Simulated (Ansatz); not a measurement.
**H2Cl (doublet): from Hartree-Fock to the top rungs at distance Cl1–H2 along a hydrogen transfer = 1.363 Å, cc-pVDZ**

How much of the correlation energy of H2Cl (doublet) does each wave-function method recover here?

Method: cc-pVDZ, core rule «outside noble gas», up to 5 orbitals frozen; program: Ansatz 0.2.0, Gaussian basis.

The runs, in order: UHF; CCSD(T) on ROHF; CCSD(T) on UHF; BCCD(T) on ROHF; CISD; CCSDT(Q) on ROHF; CCSDT(Q) on UHF; CISDTQ; CCSDTQ on ROHF; CCSDTQ on UHF; CASSCF and MRCISD+Q, 3 electrons in 3 orbitals; CASSCF and NEVPT2, 3 electrons in 3 orbitals; CASSCF and MRCISD+Q, 9 electrons in 6 orbitals; CASSCF and NEVPT2, 9 electrons in 6 orbitals; Full CI.

### Step 1. The geometry

The geometry derives from fragments relaxed apart (PBE0/def2-TZVP) and kept rigid, so it is no stationary point. A hydrogen atom is moved between rigid fragments.

3 atoms, charge 0, spin multiplicity 2.

Atoms are counted from 1 here; the program's logs count them from 0.

Bond lengths: Cl1–H2 1.363 Å.

### Step 2. UHF

Contents of in.yaml:

```yaml
crystal:
  periodic: [false, false, false]
  atoms:
    - {symbol: Cl, position_ang: [0.000000, 0.000000, -1.326333]}
    - {symbol: H, position_ang: [0.000000, 0.000000, 0.036667]}
    - {symbol: H, position_ang: [0.000000, 0.000000, 1.289667]}
basis:
  gaussian: {orbitals: cc-pVDZ}
magnetization: {spin_polarized: true, initial_magnetization: 1}
hamiltonian: {xc: hf}
output: {orbitals: {seedname: orbitals}}
```

The run is started by

```
> ansatz run in.yaml --threads 1 --pin off --events-out ev --progress --plain --max-ram 2816MiB --backend cpu
```

Further steps of the session: CCSD(T) on ROHF; CCSD(T) on UHF; BCCD(T) on ROHF; CISD; CCSDT(Q) on ROHF; CCSDT(Q) on UHF; CISDTQ; CCSDTQ on ROHF; CCSDTQ on UHF; CASSCF and MRCISD+Q, 3 electrons in 3 orbitals; CASSCF and NEVPT2, 3 electrons in 3 orbitals; CASSCF and MRCISD+Q, 9 electrons in 6 orbitals; CASSCF and NEVPT2, 9 electrons in 6 orbitals; Full CI.

Q: Predict the results of all the runs planned. Wanted: FCI below the RHF energy; RMP2 from FCI; UMP2 from FCI; RCCSD from FCI; RCCSD(T) from FCI; UCCSD(T) from FCI; RCCSDT(Q) from FCI; UCCSDT(Q) from FCI; NEVPT2 pair from FCI.

The runs gave:

```
                         quantity                                                                                                                         value
         FCI below the RHF energy                                                                                                                    -4.7626 eV
                    RMP2 from FCI                                                                                                                    +589.1 meV
                    UMP2 from FCI                                                                                                                    +583.2 meV
                   RCCSD from FCI                                                                                                                     +94.3 meV
                RCCSD(T) from FCI                                                                                                                     +17.4 meV
                UCCSD(T) from FCI                                                                                                                     +17.0 meV
               RCCSDT(Q) from FCI                                                                                                                      +0.7 meV
               UCCSDT(Q) from FCI                                                                                                                      +0.7 meV
             NEVPT2 pair from FCI                                                                                                                    +524.5 meV
           MRCISD+Q pair from FCI                                                                                                                      +4.5 meV
          NEVPT2 valence from FCI                                                                                                                    +887.1 meV
levels within 1 kcal/mol (43 meV)  RCCSD(T), UCCSD(T), BCCD(T), RCCSDT, UCCSDT, CISDTQ, RCCSDT(Q), UCCSDT(Q), RCCSDTQ, UCCSDTQ, MRCISD+Q pair, MRCISD+Q valence
                    T1 diagnostic                                                                                                                         0.019
   effectively unpaired electrons                                                                                                                          1.03
```

In words: RCCSD(T) lands +17.4 meV from the yardstick (0.4 % of the correlation energy). One determinant dominates. Of the multireference levels listed MRCISD+Q valence comes nearest in total energy (+4.4 meV), which doesn't show that its space is the better one. These misses are within one basis, not against nature; the frozen cores of restricted and unrestricted runs differ, which can shift their rows.
